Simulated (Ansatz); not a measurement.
Ansatz input

```yaml
crystal:
  lattice:
    - [-2.3789385306, 2.3789385306, 2.3789385306]
    - [2.3789385306, -2.3789385306, 2.3789385306]
    - [2.3789385306, 2.3789385306, -2.3789385306]
  atoms:
    - { symbol: Ba, position: [0.0, 0.0, 0.0] }
hamiltonian:
  xc: lda
  pseudopotentials:
    kind: paw
    azcp:
      Ba: "pseudopotentials/Ba.paw.azcp"
basis:
  ecutwfc: 420
  fft_grid_basis: typed
kpoints:
  mp_grid: { grid: [6, 6, 6], shift: [0, 0, 0] }
magnetization:
  spin_polarized: false
scf:
  occupations: { method: fermi_dirac, width: 0.1 }
  lower_state_search: "off"
output:
  stress: true
  write_density: true
  write_potential: true
  elf: true
  volumetric_format: npy
```

Terminal output

```
Warning: the record states the generating functional pbe (its physics header spells it `PBE`), which answers neither for hamiltonian.xc's functional nor for the lda family's — results may be inconsistent (PPs are generated against a specific XC)
Engine: ansatz 0.2.0, aarch64-unknown-linux-gnu
Pseudopotentials: kind: paw
Pseudopotential: Ba, paw, valence charge 10, recommended cutoff 420 eV (normal) 
Functional definition: SPW92
  exchange = slater_x
  correlation = pw_c
Crystal: 1 atoms, lattice volume = 53.853 Å³
Basis set: ecut = 420 eV, 1055 PW (Γ)
Bands: 9, of which v1, the nominal top of the filled ones, is band 5 counted from 1 (4 counted from 0)
Symmetry: 48 space group operations
Space group: Im-3m (ITA 229), of the structure as read, at distance tolerance 3.8e-5 Å
k-points: 16 of 216
Non-local potential: Ba, projectors of the file, l = 0: 3, l = 1: 2, l = 2: 2, l = 3: 2
PAW form: soft (Blöchl's): semilocal exchange-correlation on the pseudo side does not see the compensation charge
PAW frozen core: Ba, regenerated for the run's functional, and the local potential with it (the file was generated under x = pbe(κ = 0.804, μ = 0.2195149727645171), c = pbe(β = 0.06672455060314922))
PAW one-centre angular grid: Ba, 194 points (default); XC on 64 Gauss nodes
Initial density: superposition of atomic densities (neutral atoms: chi_scale 0, normalization atom), corrected by the library's trained network
Initial wavefunctions: pseudopotential atomic-orbital guess
Functional: x = slater, c = lda
SCF iter   1: F=—  HF=-5779.595040 eV  |F-HF|=—  |Δ(HF+E_count)|=         —  Δρ=3.42e-3  dr2=3.28e-3  ethr=1.77e-3  ⟨swp⟩=7.2  Hψ=1363  notcnv=0
SCF iter   2: F=—  HF=-5779.594497 eV  |F-HF|=—  |Δ(HF+E_count)|=   5.43e-4  Δρ=1.87e-3  dr2=1.06e-3  ethr=3.28e-5  ⟨swp⟩=2.1  Hψ=322  notcnv=0
SCF iter   3: F=—  HF=-5779.594350 eV  |F-HF|=—  |Δ(HF+E_count)|=   1.47e-4  Δρ=2.72e-4  dr2=4.12e-5  ethr=1.06e-5  ⟨swp⟩=2.0  Hψ=227  notcnv=0
SCF iter   4: F=—  HF=-5779.594353 eV  |F-HF|=—  |Δ(HF+E_count)|=   3.01e-6  Δρ=5.05e-5  dr2=1.60e-6  ethr=4.12e-7  ⟨swp⟩=1.3  Hψ=152  notcnv=0
iter 5 did not close the SCF: its close was put off for the readings that it lacked (scf_convergence_deferred on its scf_iter line)
SCF iter   5: F=-5779.594353 eV  HF=-5779.594353 eV  |F-HF|=2.86e-10  |Δ(HF+E_count)|=   3.92e-7  Δρ=6.64e-6  dr2=1.60e-8  ethr=1.60e-8  ⟨swp⟩=2.1  Hψ=213  notcnv=0
SCF iter   6: F=-5779.594353 eV  HF=-5779.594353 eV  |F-HF|=4.82e-10  |Δ(HF+E_count)|=   2.28e-9  Δρ=1.15e-6  dr2=1.07e-9  ethr=1.60e-10  ⟨swp⟩=5.7  Hψ=834  notcnv=0
SCF 1 converged in 6 iterations: F = -5779.594353 eV  dr2 = 1.07e-9
SCF converged after 6 iterations
Free energy (F): -5779.594353 eV
Harris-Foulkes:  -5779.594353 eV  (|F-HF|=4.82e-10)
Internal energy: -5779.542435 eV  (E = F + TS)
E sigma→0 (E₀):  -5779.568394 eV
Entropy (-TS):   -0.051919 eV (-51.919 meV/atom)
Fermi energy:    6.889514 eV
--- Per-component energies (eV) ---
  E_band       = -72.589623
  E_kinetic    = 167.673784
  E_local      = -339.843731  (includes V_loc(G=0)·N_el)
  E_nonlocal   = 60.433192
  E_hartree    = 106.110953
  E_xc         = -165.701299
  E_vxc        = -134.351426  (∫ρ·V_xc dr)
  E_paw        = -5057.793501  (= ΣΔE_a)
  E_vpaw       = -38.722788  (= ΣTr[D̂ρ^β])
  E_aug_tail   = -0.000002  (compensation charges beyond the density's cutoff)
  E_ewald      = -550.704346
  E_core_change = 0.282516  (= ΣΔE_core)
  E_smearing   = -0.051919  (= −TS)
  E_closure    = 0.000000  (closes the sum)
  Σ components = -5779.594353   (vs F -5779.594353, Δ=0.00e0)
--- Stress (GPa, compression-positive) ---
        0.071200       0.000000       0.000000
        0.000000       0.071200       0.000000
        0.000000       0.000000       0.071200
  P = ⅓ Tr σ = 0.0712 GPa (0.712 kbar)
--- Band table (eV; the first three rows and the last of 16) ---
  k-point 0: bands = ["-21.8150", "-6.5766", "-6.5766", "-6.5766", "4.0398", "8.7985", "8.7985", "8.7985", "10.4867"]
  k-point 1: bands = ["-21.7939", "-6.7831", "-6.6384", "-6.5786", "4.6330", "8.3463", "8.4230", "9.3875", "10.0103"]
  k-point 2: bands = ["-21.7513", "-7.1619", "-6.7581", "-6.5828", "5.6602", "7.7171", "8.0358", "10.4086", "10.5496"]
  k-point 15: bands = ["-21.6685", "-7.0953", "-7.0953", "-7.0953", "6.0883", "6.0883", "11.4543", "11.4543", "11.4543"]
```

Launched by

```sh
ansatz run input.yaml --threads 2 --pin off --max-ram 5120MiB --backend cpu --events-out ev --progress --plain --runs-dir out
```

On 2 threads of Arm Neoverse V1 (shared host) this took about 0.6 s of wall time and 0.97 s of CPU time, with 0.27 GiB at the peak.
